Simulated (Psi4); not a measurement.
**singlet AlO+: levels of theory compared**

Aim: a comparison of 6 runs (BLYP/def2-TZVPPD, TPSS/def2-TZVPPD, r2SCAN/def2-TZVPPD, revPBE/def2-TZVPPD, CCSD/def2-TZVPPD, CCSD(T)/def2-TZVPPD) of singlet AlO+. 

The results are computed with Psi4 1.11.

2 further runs of the same task are left out: 2 that didn't finish.

**1. The structure to begin with**

AlO+ has 2 atoms, charge +1, and is taken as a singlet. SMILES of the parent species: `[O]=[Al]`. Geometry: relaxed at PBE0-D4/def2-TZVP. That shape belongs to the parent species and isn't relaxed for this state.

Bond lengths: O1–Al2 1.620 Å.

**2. The energy at BLYP/def2-TZVPPD (run 1)**

File alo.py:

```python
import psi4

psi4.set_memory(2200000000)
psi4.set_num_threads(1)
psi4.set_output_file('run.log', False)

molecule = psi4.geometry("""
1 1
O      0.00000000     0.00000000    -0.04709198
Al     0.00000000     0.00000000     3.01405648
units bohr
symmetry c1
""")

psi4.set_options({
    'puream': True,
    'e_convergence': 1e-09,
    'd_convergence': 1e-08,
    'scf_type': 'pk',
    'dft_radial_points': 99,
    'dft_spherical_points': 590,
})

energy_value, wavefunction = psi4.energy('blyp/def2-TZVPPD', molecule=molecule, return_wfn=True)
print(f'total energy {energy_value:.8f} hartree = {energy_value * 27.211386:.5f} eV')
```

Command:

```sh
$ python alo.py
```

run.log:

```text
[...]
  Running in c1 symmetry.
[...]
  Nuclear repulsion =   33.974177129586195
[...]
  Multiplicity = 1
[...]
  Nalpha       = 10
  Nbeta        = 10
[...]
    Number of basis functions: 88
[...]
   @RKS iter   1:  -316.67585096031547    4.72241e-01   1.30405e-02 ADIIS/DIIS
[...]
   @RKS iter  12:  -317.29815280840899   -8.49809e-11   3.96389e-09 DIIS
[...]
    Orbital Energies [Eh]
    ---------------------
    Doubly Occupied:
       1A    -55.812645     2A    -19.044237     3A     -4.308421
       4A     -2.917659     5A     -2.917659     6A     -2.917060
       7A     -1.075427     8A     -0.597405     9A     -0.512982
      10A     -0.512982
[...]
  @RKS Final Energy:  -317.29815280840899
   => Energetics <=
    Nuclear Repulsion Energy =             33.9741771295861952
    One-Electron Energy =                -502.0339893296032869
    Two-Electron Energy =                 177.6840868652654422
    DFT Exchange-Correlation Energy =     -26.9224274736573932
    Empirical Dispersion Energy =           0.0000000000000000
    VV10 Nonlocal Energy =                  0.0000000000000000
    Total Energy =                       -317.2981528084089859
[...]
 Multipole Moments:
 ------------------------------------------------------------------------------------
     Multipole            Electronic (a.u.)      Nuclear  (a.u.)        Total (a.u.)
 ------------------------------------------------------------------------------------
 L = 1.  Multiply by 2.5417464519 to convert [e a0] to [Debye]
 Dipole X            :         -0.0000001            0.0000000           -0.0000001
 Dipole Y            :          0.0000000            0.0000000            0.0000000
 Dipole Z            :          3.2369072           -0.5640171            2.6728901
 Magnitude           :                                                    2.6728901
[...]
```

Standard output:

```text
total energy -317.29815281 hartree = -8634.12251 eV
```

Run time: 12 s. Hardware: 1 thread of Intel Xeon at 2.50GHz (Skylake/Cascade Lake), shared host; peak memory 0.59 GiB.

**3. The energy at TPSS/def2-TZVPPD (run 2)**

File input.inp:

```
memory 2200 mb

molecule {
  1 1
  O      0.000000     0.000000    -0.024920
  Al     0.000000     0.000000     1.594970
  units angstrom
  symmetry c1
}

set globals {
  basis                def2-TZVPPD
  puream               true
  e_convergence        1e-09
  d_convergence        1e-08
  scf_type             pk
  dft_radial_points    99
  dft_spherical_points 590
}

E, wfn = energy("tpss", return_wfn=True)
oeprop(wfn, "QUADRUPOLE", "LOWDIN_CHARGES", "DIPOLE")
print_variables()
```

Command:

```sh
$ psi4 -i input.inp -o input.out -n 1
```

input.out:

```text
[...]
  Running in c1 symmetry.
[...]
  Nuclear repulsion =   33.974177203192809
[...]
  Multiplicity = 1
[...]
  Nalpha       = 10
  Nbeta        = 10
[...]
    Number of basis functions: 88
[...]
   @RKS iter   1:  -316.73705673842625    4.10231e-01   1.24467e-02 DIIS/ADIIS
[...]
   @RKS iter  13:  -317.30934884782562   -1.92699e-11   6.66545e-09 DIIS
[...]
    Orbital Energies [Eh]
    ---------------------
    Doubly Occupied:
       1A    -56.009016     2A    -19.150304     3A     -4.365336
       4A     -2.934078     5A     -2.934078     6A     -2.933097
       7A     -1.097895     8A     -0.596160     9A     -0.515861
      10A     -0.515861
[...]
  @RKS Final Energy:  -317.30934884782562
   => Energetics <=
    Nuclear Repulsion Energy =             33.9741772031928093
    One-Electron Energy =                -502.0779493960625928
    Two-Electron Energy =                 177.7376358037386126
    DFT Exchange-Correlation Energy =     -26.9432124586944326
    Empirical Dispersion Energy =           0.0000000000000000
    VV10 Nonlocal Energy =                  0.0000000000000000
    Total Energy =                       -317.3093488478256177
[...]
 Multipole Moments:
 ------------------------------------------------------------------------------------
     Multipole            Electronic (a.u.)      Nuclear  (a.u.)        Total (a.u.)
 ------------------------------------------------------------------------------------
 L = 1.  Multiply by 2.5417464519 to convert [e a0] to [Debye]
 Dipole X            :         -0.0000000            0.0000000           -0.0000000
 Dipole Y            :          0.0000000            0.0000000            0.0000000
 Dipole Z            :          3.3333558           -0.5640171            2.7693387
 Magnitude           :                                                    2.7693387
 L = 2.  Multiply by 1.3450342976 to convert [e a0^2] to [Debye ang]
 Quadrupole XX       :         -8.9947411            0.0000000           -8.9947411
 Quadrupole XY       :         -0.0000000            0.0000000           -0.0000000
[...]
```

It took 20 s on 1 thread of Intel Xeon at 2.50GHz (Skylake/Cascade Lake), shared host; peak memory 0.97 GiB.

Run 3 isn't shown in full; the table further down has it.

**4. A single-point energy at revPBE/def2-TZVPPD (run 4)**

File alo.in:

```
memory 2.2 GB

molecule mol {
  1 1
  O
  Al 1 1.61989
  symmetry c1
}

set basis def2-TZVPPD
set puream true
set e_convergence 1e-09
set d_convergence 1e-08
set scf_type pk
set dft_radial_points 99
set dft_spherical_points 590

e = energy("revpbe")
print_variables()
```

Command:

```sh
$ psi4 alo.in alo.out -n 1
```

alo.out:

```text
[...]
  Running in c1 symmetry.
[...]
  Nuclear repulsion =   33.974177203192809
[...]
  Multiplicity = 1
[...]
  Nalpha       = 10
  Nbeta        = 10
[...]
    Number of basis functions: 88
[...]
   @RKS iter   1:  -316.62935309545759    4.37133e-01   1.25303e-02 ADIIS/DIIS
[...]
   @RKS iter  13:  -317.21377810188130   -1.16529e-11   7.62503e-09 DIIS
[...]
    Orbital Energies [Eh]
    ---------------------
    Doubly Occupied:
       1A    -55.778935     2A    -19.028491     3A     -4.317173
       4A     -2.914183     5A     -2.914183     6A     -2.913267
       7A     -1.079795     8A     -0.596029     9A     -0.511529
      10A     -0.511529
[...]
  @RKS Final Energy:  -317.21377810188130
   => Energetics <=
    Nuclear Repulsion Energy =             33.9741772031928093
    One-Electron Energy =                -502.0158651905044280
    Two-Electron Energy =                 177.6642061319408299
    DFT Exchange-Correlation Energy =     -26.8362962465105213
    Empirical Dispersion Energy =           0.0000000000000000
    VV10 Nonlocal Energy =                  0.0000000000000000
    Total Energy =                       -317.2137781018813030
[...]
 Multipole Moments:
 ------------------------------------------------------------------------------------
     Multipole            Electronic (a.u.)      Nuclear  (a.u.)        Total (a.u.)
 ------------------------------------------------------------------------------------
 L = 1.  Multiply by 2.5417464519 to convert [e a0] to [Debye]
 Dipole X            :          0.0000000            0.0000000            0.0000000
 Dipole Y            :          0.0000000            0.0000000            0.0000000
 Dipole Z            :          3.2853008           -0.5640171            2.7212837
 Magnitude           :                                                    2.7212837
[...]
```

Run time: 11 s. Hardware: 1 thread of Intel Xeon at 2.50GHz (Skylake/Cascade Lake), shared host; peak memory 0.59 GiB.

Run 5 isn't shown in full; the table further down has it.

**5. The energy at CCSD(T)/def2-TZVPPD (run 6)**

File alo.xyz:

```xyz
2
AlO
O      0.000000     0.000000    -0.024920
Al     0.000000     0.000000     1.594970
```

File run_ase.py:

```python
import numpy as np
from ase.calculators.psi4 import Psi4
from ase.io import read

a = read('alo.xyz')
calc = Psi4(atoms=a, method='ccsd(t)', basis='def2-TZVPPD', memory='2200MB', num_threads=1, charge=1, multiplicity=1, label='calc', reference='rhf')
calc.psi4.set_options({'puream': True, 'e_convergence': 1e-09, 'd_convergence': 1e-08, 'scf_type': 'pk', 'num_frozen_docc': 6})
a.calc = calc

print(f'energy: {a.get_potential_energy():.6f} eV')
```

Command:

```sh
$ python run_ase.py
```

calc.dat:

```text
[...]
  Running in c1 symmetry.
[...]
  Nuclear repulsion =   33.974177203192809
[...]
  Multiplicity = 1
[...]
  Nalpha       = 10
  Nbeta        = 10
[...]
    Number of basis functions: 88
[...]
   @RHF iter   1:  -316.07791068318772   -3.28224e-01   8.69390e-03 DIIS/ADIIS
[...]
   @RHF iter  13:  -316.39351779180009   -7.38964e-13   1.29310e-09 DIIS
[...]
    Orbital Energies [Eh]
    ---------------------
    Doubly Occupied:
       1A    -58.863819     2A    -20.817283     3A     -5.270038
       4A     -3.580047     5A     -3.580047     6A     -3.578600
       7A     -1.470000     8A     -0.726576     9A     -0.726576
      10A     -0.704848
[...]
  @RHF Final Energy:  -316.39351779180009
   => Energetics <=
    Nuclear Repulsion Energy =             33.9741772031928093
    One-Electron Energy =                -502.0997235619478829
    Two-Electron Energy =                 151.7320285669549662
    Total Energy =                       -316.3935177918000932
[...]
 Multipole Moments:
 ------------------------------------------------------------------------------------
     Multipole            Electronic (a.u.)      Nuclear  (a.u.)        Total (a.u.)
 ------------------------------------------------------------------------------------
 L = 1.  Multiply by 2.5417464519 to convert [e a0] to [Debye]
 Dipole X            :         -0.0000000            0.0000000           -0.0000000
 Dipole Y            :          0.0000000            0.0000000            0.0000000
 Dipole Z            :          3.6951772           -0.5640171            3.1311601
 Magnitude           :                                                    3.1311601
[...]
      * MP2 total energy                      = -316.714861841945037
[...]
      * CCSD total energy                     = -316.706659984038538
[...]
      * CCSD(T) total energy                  = -316.727475242111154
```

The script printed:

```text
energy: -8618.593593 eV
```

Wall time 2.2 min (1 thread of Intel Xeon at 2.50GHz (Skylake/Cascade Lake), shared host); peak memory 0.79 GiB.

**6. Overview of the runs**

```csv
run,level,task,frozen core orbitals,energy (Eh),HOMO energy (eV),LUMO energy (eV),HOMO–LUMO gap (eV),wall time
1,BLYP/def2-TZVPPD,energy,0,-317.298153,-13.96,-13.66,0.30,12 s
2,TPSS/def2-TZVPPD,energy,0,-317.309349,-14.04,-13.48,0.55,20 s
3,r2SCAN/def2-TZVPPD,gradient,0,-317.210493,-14.22,-13.54,0.69,29 s
4,revPBE/def2-TZVPPD,energy,0,-317.213778,-13.92,-13.57,0.35,11 s
5,CCSD/def2-TZVPPD,energy,6,-316.706660,-19.18,-9.48,9.70,1.7 min
6,CCSD(T)/def2-TZVPPD,energy,6,-316.727475,-19.18,-9.48,9.70,2.2 min
```

**7. Outcome**

| quantity | value |
| --- | --- |
| run 6: total energy | -316.72748 Eh |
| run 6: HOMO energy (Hartree–Fock orbitals) | -19.18 eV |
| run 6: LUMO energy (Hartree–Fock orbitals) | -9.48 eV |
| run 6: HOMO–LUMO gap (Hartree–Fock orbitals) | 9.70 eV |
| run 6: correlation energy (6 core orbitals frozen) | -334.0 mEh |
| run 6: (T) correction | -20.82 mEh |
| run 6: T1 diagnostic | 0.044 |

Over runs 1, 2, 3, 4 the HOMO–LUMO gap runs from 0.30 eV (BLYP/def2-TZVPPD) to 0.69 eV (r2SCAN/def2-TZVPPD). Totals of different functionals can't be ranked against each other. In runs 5, 6 the T1 diagnostic is large, so a single reference may not serve. All runs together took 5.1 min, the longest 2.2 min.
